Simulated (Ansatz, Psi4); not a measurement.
System: fluoroethane, C2H5F, charge 0, multiplicity 1. SMILES: C(F)C
Geometry from a B3LYP-D3(BJ)/def2-TZVP (Ansatz, an electronic-structure program) optimisation:
```xyz
8

C     -1.1844     0.1694     0.1999
C      0.3080     0.1938     0.4228
F      0.9625    -0.3908    -0.6677
H     -1.5420    -0.8555     0.0936
H     -1.6940     0.6258     1.0516
H     -1.4495     0.7268    -0.6992
H      0.5945    -0.3737     1.3112
H      0.6872     1.2141     0.5156
```

MP2/6-31G* beside other levels, property by property. Set-up: frozen cores in correlated levels; no spin-orbit coupling; 6-31G* and kin with 6d, 5d where marked; atomisation electronic, to ground-state atoms; dispersion terms only where a functional's name holds one; non-relativistic; 6-311+G** with 5d; UHF or UKS for open shells. CBS(X,Y): correlation extrapolated as X^-3; Hartree-Fock from the larger set (for Q and 5 zeta extrapolated as (X+1)exp(-9√X)). Ab initio and DFT rows: single points at B3LYP-D3(BJ) geometries (Ansatz), with unscaled harmonic terms from B3LYP/6-31G* (Ansatz) at its own minima, enthalpies of formation by atomisation with measured atoms.

Measured values: Active Thermochemical Tables 1.112 (ions: stationary electron), as tabulated in the package chemicals; Active Thermochemical Tables 1.112 (ions: stationary electron), as tabulated in the package chemicals; G2/97 table in ASE (Curtiss et al.); they hold spin-orbit and core effects, anharmonicity. Coupled cluster (Ansatz) is a level with limits of its own, used here on species with T1 under 0.025 (0.045 for open shells) and stable references: (a) CCSD(T)/CBS(cc-pVTZ,cc-pVQZ); (b) CCSD(T)/CBS(cc-pVQZ,cc-pV5Z).

| property | MP2/6-31G* (Ansatz) | B3LYP/6-311+G** (Ansatz) | wB97X-D/6-31G* (Psi4) | B2PLYP-D3(BJ)/def2-TZVPD (Ansatz + dftd3) | to compare with |
|---|---|---|---|---|---|
| C-C bond dissociation enthalpy at 298 K, to [CH3] (CH3) + [CH2]F (CH2F) (kcal/mol) | 94.4 | 86.6 | 94.7 | 89.7 | 93.1 coupled cluster (a) |
| atomisation energy (kcal/mol) | 667.8 | 713.7 | 720.9 | 713.8 | 719.4 coupled cluster (b) |
| enthalpy of formation at 298 K (kcal/mol) | -11.9 | -57.7 | -65.0 | -57.8 | -65.1 measured |
| C-F bond dissociation enthalpy at 298 K, to [CH2]C (C2H5) + F atom (kcal/mol) | 112.7 | 107.5 | 112.2 | 111.0 | 113.0 measured |

As the rows show:
- C-C bond dissociation enthalpy at 298 K, to [CH3] (CH3) + [CH2]F (CH2F): MP2/6-31G* lies 1.3 kcal/mol above coupled cluster.
- atomisation energy: MP2/6-31G* lies 51.6 kcal/mol below coupled cluster.
- enthalpy of formation at 298 K: MP2/6-31G* lies 53.2 kcal/mol above the measured value.
- C-F bond dissociation enthalpy at 298 K, to [CH2]C (C2H5) + F atom: MP2/6-31G* lies 0.3 kcal/mol below the measured value.

The properties are those with a value to compare with, at most eight drawn at random. No case is left out for the size of its miss. Left out are saddle points of the reference geometry, anions that the best level run finds unbound, excited spin states, species near biochemistry, 298 K rows of species without real B3LYP wavenumbers, cases with under five habitual levels, runs that failed or that the program found above a lower state of the same kind, table entries that another table contradicts, and a share of species set aside by lot.
